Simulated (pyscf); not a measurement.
Elementary routes open to `[AlH3]` + `[OH][SiH3]` in the gas phase (singlet surface):
A. `[AlH2][O][SiH3]` + `[H][H]` (Al–H, H–O broken; Al–O, H–H formed)
B. `[OH][AlH2]` + `[SiH4]` (Al–H, O–Si broken; Al–O, H–Si formed)

PySCF, gas phase, ωB97X-D3(BJ)/def2-SVP geometries.

Q: Rank the routes by free-energy barrier at 600 K, lowest first, for ωB97M-D3(BJ)/def2-TZVP energies (ideal gas, 1 atm, RRHO with modes under 100 cm⁻¹ raised to 100, one conformer, R ln 2 for chiral ones without a mode under 150 cm⁻¹).

A: A (50.5 kJ/mol), B (58.1 kJ/mol)

Route A is the fastest of these, ahead of the next by 7.6 kJ/mol. The most stable products are those of A (ΔG = -144.7 kJ/mol), so kinetics and thermodynamics agree. At 1200 K A is still the fastest. A: On the reactant side the descent ends in an adduct with a Al–O contact, 98.3 kJ/mol under the separated species and 59.8 kJ/mol under the saddle at ωB97X-D3(BJ)/def2-TZVP. B: On the reactant side the descent ends in an adduct with a Al–O contact, 98.3 kJ/mol under the separated species and 41.7 kJ/mol under the saddle at ωB97X-D3(BJ)/def2-TZVP. On the product side the descent ends in a complex, 26.5 kJ/mol under the separated species and 30.9 kJ/mol under the saddle at ωB97X-D3(BJ)/def2-TZVP. Only these routes are compared; each barrier is that of the saddle found, and lower ones may exist.
